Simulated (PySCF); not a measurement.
Species, as SMILES: ClCl (Cl2).
Geometry (B3LYP-D3(BJ)/def2-TZVP, fixed):
```xyz
2

Cl     0.0000     0.0000    -1.0068
Cl     0.0000     0.0000     1.0068
```

Basis-set convergence of the mean static polarisability at PBE0 with PySCF. All functions are spherical. Density fitting with generated auxiliary sets. No added dispersion term, no relativity. Reference: the value in aug-pcseg-3, 31.14 bohr³, itself unsure by roughly 0.7 % (its mean distance from aug-cc-pV(Q+d)Z, aug-pcseg-2, aug-cc-pV(T+d)Z). Deviations are taken from unrounded values. Cost is core time over that of 6-311++G(3df,3pd), rough, on shared machines of one kind; a dash marks a row that isn't timed (too short, read off another run, short of memory, by another algorithm or on other hardware).

| basis | functions | mean static polarisability (bohr³) | minus reference (%) | cost |
|---|---|---|---|---|
| pcseg-0 | 26 | 13.40 | -57.0 | - |
| def2-SVP | 36 | 17.39 | -44.2 | - |
| pcseg-1 | 36 | 19.11 | -38.6 | - |
| 6-31+G* | 44 | 20.90 | -32.9 | - |
| def2-SVPD | 54 | 30.26 | -2.8 | - |
| 6-311+G** | 60 | 20.81 | -33.2 | - |
| pcseg-2 | 68 | 19.65 | -36.9 | 0.5× |
| 6-311++G(3df,3pd) | 94 | 29.65 | -4.8 | 1× |
| aug-pcseg-2 | 100 | 30.91 | -0.8 | 1× |
| def2-QZVPP | 140 | 27.26 | -12.5 | 2× |
| aug-cc-pV(Q+d)Z | 178 | 31.11 | -0.1 | 4× |
| aug-pcseg-3 | 178 | 31.14 | 0.0 | 4× |
| pcseg-4 | 210 | 29.98 | -3.7 | 6× |
